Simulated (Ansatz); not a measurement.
What does this script print? It uses the Ansatz DFT code, driven from Python.

`states_c2h3b.py`:
```python
'''Restricted and unrestricted solutions of C2H3B, stretched and not.'''

import ansatz
import numpy as np


def main() -> None:
    geometry_ang = [
        ('B', (-0.8174, 0.6139, -0.3653)),
        ('C', (0.2717, -0.2333, 0.1304)),
        ('C', (1.1396, -0.9278, 0.5169)),
        ('H', (-1.7059, 0.1872, -0.9522)),
        ('H', (-0.8056, 1.8231, -0.2563)),
        ('H', (1.9598, -1.5272, 0.8803)),
    ]
    geometry = ansatz.Crystal.molecule()
    for symbol, xyz in geometry_ang:
        geometry = geometry.atom(symbol, xyz)
    symbols = [site.symbol for site in geometry.cartesian_sites]

    start = np.array([site.position_ang for site in geometry.cartesian_sites])
    for factor in [1.0, 1.25, 1.6]:
        xyz = (start - start.mean(axis=0)) * factor
        scaled = ansatz.Crystal.molecule()
        for symbol, place in zip(symbols, xyz):
            scaled = scaled.atom(symbol, place.tolist())
        job = (
            scaled.calculation()
            .basis(gaussian='def2-SVP')
            .functional('PBE')
            .spin('collinear')
        )
        for search in ('off', 'standard'):
            try:
                rep = job.scf(lower_state_search=search).run(threads=1, pin='off').report
            except ansatz.AnsatzError as error:
                print(f'x{factor} search {search}: {type(error).__name__}')
                continue
            state = rep['mean_field']['state']
            print(f'all distances x{factor}, search {search:8s} E = {rep["free_energy_ev"]:.5f} eV  <S^2> = {abs(state["spin_squared"]):.3f}  other states met: {len(rep["mean_field"]["others"])}')


if __name__ == '__main__':
    main()
```

```console
$ python states_c2h3b.py
all distances x1.0, search off      E = -2790.10922 eV  <S^2> = 0.000  other states met: 0
all distances x1.0, search standard E = -2790.10922 eV  <S^2> = 0.000  other states met: 0
all distances x1.25, search off      E = -2785.68517 eV  <S^2> = 0.000  other states met: 0
all distances x1.25, search standard E = -2785.68517 eV  <S^2> = 0.000  other states met: 1
all distances x1.6, search off      E = -2773.70527 eV  <S^2> = 0.000  other states met: 0
all distances x1.6, search standard E = -2773.96731 eV  <S^2> = 1.120  other states met: 14
```

Total energies depend on the basis set; only differences at equal settings carry meaning. The count of other states can hold repeated and symmetry-equivalent ends of the search; scaling all distances is a test, and for more than two atoms no physical path. The structure is a rough, unrelaxed start. The expectation value of S² is noticeably off S(S+1) in at least one run, so that state is spin-contaminated. Wall time of the script: 20 s on 1 thread of Arm Neoverse V1, on a shared host, peak memory 0.19 GiB.
